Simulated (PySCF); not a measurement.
**Boron: a sound run and one with changed settings**

Sound run: B [He] 2s2 2p1, B⁺ [He] 2s2. Computed with PySCF 2.14 in cc-pVDZ (3s2p1d, 14 functions), with the non-relativistic Hamiltonian (point nucleus). In the sound run the correlated levels freeze 1s2. The sound run starts from symmetry-adapted Hartree-Fock orbitals and uses a fine grid where one is needed.

Changed run: a valence shell is frozen. This setting is unsound on purpose.

Ionisation energy of B:

```
 method  sound run (eV)  changed run (eV)
    UHF           8.038             8.038
    MP2           8.148             8.038
SCS-MP2           8.112             8.038
   CCSD           8.041             8.038
CCSD(T)           8.063             8.038
  CCSDT             n/a             8.038
    FCI             n/a             8.038
```

Freezing a valence shell removes pair correlation that changes on ionisation.

For comparison, NIST gives 8.298 eV between the lowest levels.
